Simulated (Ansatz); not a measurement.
For rock-salt LiCl, r²SCAN (PAW; Ansatz, a first-principles code) gives:

| Item | Value |
|---|---|
| elastic constant C11 | 60.6 GPa |
| elastic constant C44 | 27.4 GPa |
| polycrystal shear modulus | 23.9 GPa |

What does r²SCANh in Ansatz (PAW) give for the same quantities?


- elastic constant C11: 61.4 GPa (goes up by 1.3 %)
- elastic constant C44: 27.8 GPa (grows by 1.5 %)
- Voigt–Reuss–Hill shear modulus: 24.2 GPa (rises by 1.3 %)

For comparison: elastic constant C11 58.6 GPa (measured, 4 K, not corrected to a static lattice; as tabulated in Harker's crystal data pages); elastic constant C44 26.7 GPa (measured, 4 K, no zero-point or thermal correction; as tabulated in Harker's crystal data pages).

Changes are worked out from the printed values.

Unless a cell is named, each level is at its own relaxed cell (r²SCAN 16.70, r²SCANh 16.62 Å³/atom).

Ansatz's density-functional and Hartree–Fock values are scalar-relativistic unless marked +SOC, with PAW data made under PBE.
